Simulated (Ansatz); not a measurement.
Geometry optimisation, UKS BHLYP-D4/6-31G* in Ansatz.

input.yaml

```yaml
crystal:
  periodic: [false, false, false]
  atoms:
    - { symbol: B, position_ang: [0.001232, 0.000103, -0.14882] }
    - { symbol: F, position_ang: [0.007571, 0.003166, 1.167025] }
    - { symbol: H, position_ang: [1.046979, -0.001654, -0.711401] }
    - { symbol: H, position_ang: [-1.049928, -0.001794, -0.701233] }
    - { symbol: C, position_ang: [-0.001233, -0.000187, 3.712587] }
    - { symbol: H, position_ang: [-0.581308, -0.902384, 3.655091] }
    - { symbol: H, position_ang: [1.070259, -0.050538, 3.657458] }
    - { symbol: H, position_ang: [-0.493471, 0.953187, 3.660793] }
magnetization:
  spin_polarized: true
  initial_magnetization: 1
basis:
  gaussian: { orbitals: "6-31G*" }
hamiltonian:
  xc: { name: BHLYP }
  dispersion: d4
relax:
  f_tol: 0.03
  max_steps: 50
output:
  orbitals: {}
```

Command:

```bash
$ ansatz run input.yaml --threads 1 --pin off --max-ram 2048MiB --backend cpu --events-out ev --progress --plain --runs-dir out
```

Where does it end, and by what steps?

It converged. The force dipped under the threshold on the way, but the program's further checks kept it going. After 9 steps the energy has fallen by 0.094 eV; H8 moved furthest, 0.35 Å.

```
step  energy less start (eV)  largest force component (eV/Å)  accepted
   0                  0.0000                           0.579       yes
   1                 -0.0257                           0.720       yes
   2                 -0.0803                           0.217       yes
   3                 -0.0644                           1.757        no
   4                 -0.0807                           0.441       yes
   5                 -0.0912                           0.022       yes
   6                 -0.0931                           0.053       yes
   7                 -0.0895                           0.140        no
   8                 -0.0935                           0.032       yes
   9                 -0.0935                           0.022       yes
```

```xyz
8
Properties=species:S:1:pos:R:3
B 0.005 -0.001 -0.460
F 0.013 0.006 0.852
H 1.049 -0.005 -1.026
H -1.046 -0.005 -1.013
C -0.004 0.001 4.011
H -0.586 -0.902 3.977
H 1.067 -0.049 3.944
H -0.498 0.956 4.007
```

Whether the end is a true minimum wasn't checked by a vibrational analysis.

Run time: 27 s on 1 thread of Intel(R) Xeon(R) Platinum 8259CL CPU @ 2.50GHz (Skylake/Cascade Lake), with other jobs on the host, peak memory 0.16 GiB.
